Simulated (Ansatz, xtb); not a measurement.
# C4H3NO: which of two isomers lies lower

Structure a is `N#CCC=C=O`, a singlet and structure b is `C=C(C#N)C=O`, a singlet. Both are isolated molecules in the gas phase, relaxed with r2SCAN-D4/def2-SVP; the shapes shown needn't be the lowest conformers.

a (Å):

```yaml
atoms:
  - { symbol: C, position_ang: [-0.1839, 0.2318, 0.1874] }
  - { symbol: C, position_ang: [0.0008, -0.8406, 1.1695] }
  - { symbol: C, position_ang: [0.9794, -1.8978, 0.7069] }
  - { symbol: C, position_ang: [0.6130, -3.1246, 0.3798] }
  - { symbol: N, position_ang: [-0.3122, 1.0817, -0.5952] }
  - { symbol: O, position_ang: [0.2968, -4.2131, 0.1096] }
  - { symbol: H, position_ang: [-0.9845, -1.2839, 1.3874] }
  - { symbol: H, position_ang: [0.3469, -0.3830, 2.1130] }
  - { symbol: H, position_ang: [2.0362, -1.6487, 0.5698] }
```

b (Å):

```tsv
atom	x (Å)	y (Å)	z (Å)
C	-1.1969	-0.6011	0.3683
C	-0.1827	0.1519	-0.1071
C	-0.0692	0.5325	-1.4808
C	0.8966	0.6287	0.8326
N	0.0764	0.8733	-2.5859
O	0.8975	0.3651	2.0086
H	-1.2017	-0.8438	1.4356
H	-1.9998	-0.9683	-0.2744
H	1.6984	1.2467	0.3565
```

Question: Estimate E(b) − E(a) at the level CCSD(T)/def2-SVP + ΔMP2/def2-TZVPP.

Answer: Too close to call at this level: CCSD(T)/def2-SVP + ΔMP2/def2-TZVPP gives E(b) − E(a) = −0.064 eV.

Level by level:

| level | geometry | E(b) − E(a) (eV) | departure from the last row (eV) | job, with rough time for the two |
| --- | --- | --- | --- | --- |
| GFN2-xTB | GFN2-xTB | +0.474 | +0.538 | optimisation, 0.2 s |
| HF/STO-3G | GFN2-xTB | −0.026 | +0.038 | single point, 0.4 s |
| r2SCAN-D4/def2-SVP//GFN2-xTB | GFN2-xTB | +0.017 | +0.081 | single point, 2.4 s |
| r2SCAN-D4/def2-SVP | r2SCAN-D4/def2-SVP | +0.037 | +0.101 | optimisation, 27 s |
| HF/def2-SVP | r2SCAN-D4/def2-SVP | −0.082 | −0.018 | part of the CCSD(T) run |
| MP2/def2-SVP | r2SCAN-D4/def2-SVP | +0.026 | +0.090 | part of the CCSD(T) run |
| CCSD(T)/def2-SVP | r2SCAN-D4/def2-SVP | −0.100 | −0.035 | single point |
| CCSD(T)/def2-SVP + ΔMP2/def2-TZVPP | r2SCAN-D4/def2-SVP | −0.064 |  | single point, 26 s |

As drawn, both hold the same kinds of bond in the same numbers.

GFN2-xTB, r2SCAN-D4/def2-SVP, MP2/def2-SVP put the two in the other order. r2SCAN-D4/def2-SVP//GFN2-xTB finds them nearly level. The largest departure from CCSD(T)/def2-SVP + ΔMP2/def2-TZVPP is that of GFN2-xTB, 0.538 eV. The last row adds to CCSD(T) the change of the MP2 difference between the two basis sets, here +0.035 eV.

With harmonic frequencies from r2SCAN-D4/def2-SVP (ideal gas, rigid rotor, one conformer each, 298.15 K, 1 atm): the zero-point term adds 0.000 eV; ΔH is −0.071 and ΔG −0.041 eV.

The correlated steps freeze 6 core orbitals. Mirror images aren't counted in ΔG. Programs: Ansatz 0.2.0, xtb 6.7.1; the last row on 2 threads of Intel(R) Xeon(R) Processor on a shared host.
